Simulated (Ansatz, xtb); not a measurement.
**A geometry optimisation of C3H5ClF+ with r2SCAN-D4/def2-SVP**

The starting geometry of this gas-phase singlet was built from a drawn formula by distance geometry and a force field; its bonds are those of `[CH2+][C@](C)(F)Cl`.

```yaml
atoms:
  - { symbol: C, position_ang: [-2.4775, 0.4264, -1.2741] }
  - { symbol: C, position_ang: [-2.0704, 1.3586, -0.1964] }
  - { symbol: C, position_ang: [-1.2321, 2.4954, -0.7162] }
  - { symbol: Cl, position_ang: [-3.5611, 2.0039, 0.5754] }
  - { symbol: F, position_ang: [-1.3926, 0.7020, 0.7296] }
  - { symbol: H, position_ang: [-2.9972, 0.7685, -2.1968] }
  - { symbol: H, position_ang: [-2.3312, -0.6307, -1.1580] }
  - { symbol: H, position_ang: [-0.2874, 2.1079, -1.1888] }
  - { symbol: H, position_ang: [-1.7868, 3.1269, -1.4841] }
  - { symbol: H, position_ang: [-0.9287, 3.1209, 0.0448] }
```

Problem. Predict what it relaxes into with r2SCAN-D4/def2-SVP.

Solution. It rearranges to `C[C+](F)CCl`. Contacts that open: C2–Cl4 (1.80 → 2.35 Å). Contacts that close: C1–Cl4 (2.66 → 1.81 Å).

The energy falls by 1.99 eV over 11 steps:

```json
{"step": "1", "E − E(last) (eV)": "1.991"}
{"step": "2", "E − E(last) (eV)": "1.460"}
{"step": "3", "E − E(last) (eV)": "1.077"}
{"step": "4", "E − E(last) (eV)": "0.639"}
{"step": "5", "E − E(last) (eV)": "0.276"}
{"step": "7", "E − E(last) (eV)": "0.006"}
{"step": "8", "E − E(last) (eV)": "0.001"}
{"step": "9", "E − E(last) (eV)": "0.000"}
{"step": "10", "E − E(last) (eV)": "0.000"}
{"step": "11", "E − E(last) (eV)": "0.000"}
```

Final geometry (Å):

```xyz
10

C    -2.7592    0.5624   -1.0131
C    -1.6572    1.2847   -0.3608
C    -1.1125    2.5752   -0.7397
Cl   -3.9659    1.4268    0.0251
F    -1.1113    0.6888    0.6304
H    -2.9238    0.8143   -2.0688
H    -2.7806   -0.5157   -0.8044
H    -0.1433    2.3501   -1.2393
H    -1.7547    3.1182   -1.4430
H    -0.8564    3.1749    0.1491
```

From the same start GFN2-xTB reaches the same bonding as this run.

The end wasn't checked by frequencies. Run with Ansatz 0.2.0, 28 s on 2 threads of Arm Neoverse V1 (shared host).
